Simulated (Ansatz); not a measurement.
# PPPP tetrahedron (P₄): structure and electronic state

Aim: characterise PPPP tetrahedron (P₄) as a singlet: its structure, frontier levels and distribution of charge.

Program: Ansatz 0.2.0, Gaussian basis. Level of theory: RKS PBE0-D4/def2-TZVP. These are calculated values, not measurements.

Levels to be run: relaxation at PBE0-D4/def2-TZVP; a search for the lowest solution at PBE0-D4/def2-SVP; a single point at PBE0-D4/def2-TZVP.

## 1. The starting structure

4 atoms, charge 0, spin multiplicity 1.

Atoms are counted from 1 here; the program's logs count them from 0.

Bond lengths: P1–P2 2.185 Å, P1–P3 2.185 Å, P1–P4 2.185 Å, P2–P3 2.185 Å, P2–P4 2.185 Å, P3–P4 2.185 Å. Angles: P2–P1–P3 60.0°, P2–P1–P4 60.0°, P3–P1–P4 60.0°, P1–P2–P3 60.0°, P1–P2–P4 60.0°, P3–P2–P4 60.0°, P1–P3–P2 60.0°, P1–P3–P4 60.0°, P2–P3–P4 60.0°, P1–P4–P2 60.0°, P1–P4–P3 60.0°, P2–P4–P3 60.0°.

The start is a GFN2-xTB geometry.

## 2. Relaxation at PBE0-D4/def2-TZVP

The input, in.yaml:

```yaml
crystal:
  periodic: [false, false, false]
  atoms:
    - {symbol: P, position_ang: [1.237350, 0.508660, 0.014870]}
    - {symbol: P, position_ang: [-0.533910, 0.090090, 1.223310]}
    - {symbol: P, position_ang: [0.050100, -1.284450, -0.371180]}
    - {symbol: P, position_ang: [-0.753550, 0.685700, -0.867000]}
basis:
  gaussian: {orbitals: def2-TZVP}
hamiltonian: {xc: pbe0, dispersion: d4}
scf: {lower_state_search: "off"}
output: {orbitals: {seedname: orbitals}}
relax: {f_tol: 0.02, max_steps: 100}
```

The run is started by

```
> ansatz run in.yaml --threads 4 --pin off --events-out ev --progress --plain --max-ram 3916MiB
```

The runs that follow: Searching for the lowest solution, PBE0-D4/def2-SVP; Single point, PBE0-D4/def2-TZVP.

Before running them: what should the planned runs give, taken together? Wanted: point group; commonest bond; HOMO, LUMO at PBE0-D4/def2-TZVP; dipole at PBE0-D4/def2-TZVP.

The runs gave:

```
                       quantity                          value
                    point group                             Td
                 commonest bond  P–P, 6 of mean length 2.184 Å
HOMO, LUMO at PBE0-D4/def2-TZVP                -7.62, -0.71 eV
    dipole at PBE0-D4/def2-TZVP                         0.00 D
```

In words: The molecule keeps its bonding pattern by the stored test; the atoms moved 0.00 Å (rms). No usable vibrations, so a minimum isn't proven. The HOMO lies nearest to 4 P atoms about 25 % each and the LUMO to P1, P3 about 37 % each; P4 16 %.
